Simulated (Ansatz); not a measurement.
# Scan of HSiGe, doublet

Starting geometry (PBE0/def2-TZVP stationary point for this spin, not checked as a minimum):

```yaml
atoms:
  - { symbol: Si, position_ang: [0.0000, 0.0000, 0.2315] }
  - { symbol: Ge, position_ang: [0.0000, 0.0000, -1.9584] }
  - { symbol: H, position_ang: [0.0000, 0.0000, 1.7269] }
```

From there the angle named below is changed in its plane at fixed bond lengths, both arms turning rigidly about the middle atom; atoms are numbered as listed. Energies are in eV, counted from the starting geometry at the same level.

Basis cc-pVDZ; Ansatz 0.2.0. Only valence electrons are correlated (noble-gas cores and the filled d shells of p-block atoms frozen). R marks a restricted (for open shells ROHF) determinant. No spin–orbit coupling is included, and no scalar relativity.

Coupled cluster chose its determinant by trial CCSD, here up to 0.37 eV above the lowest Hartree–Fock solution of its kind, and MP2 stands on that determinant too.

Full CI isn't at hand for all of this; RCCSDTQ serves as the reference, and is uncertain by about the last step of the cluster series.

```
angle Ge2-Si1-H3 (°)  RCCSDTQ  error RMP2  error RCCSD  error RCCSD(T)  error BCCD(T)  error RCCSDT  error RCCSDT(Q)
                90.2    0.145       0.101        0.014           0.007          0.005         0.000            0.000
               124.7    0.050       0.234        0.011           0.017          0.010         0.001           -0.001
               154.1    0.000       0.054        0.005           0.005          0.004         0.000            0.000
               180.0    0.000       0.000        0.000           0.000          0.000         0.000            0.000
```

Errors are those of relative energies. In total energy the starting point itself misses RCCSDTQ by: RMP2 1.132, RCCSD 0.342, RCCSD(T) 0.066, BCCD(T) 0.068, RCCSDT 0.027, RCCSDT(Q) 0.001 eV.

Spread of the error over the points with a reference, to 180.0 ° (largest less smallest): RCCSDT 0.001, RCCSDT(Q) 0.001, BCCD(T) 0.010, RCCSD 0.014, RCCSD(T) 0.017, RMP2 0.234 eV.
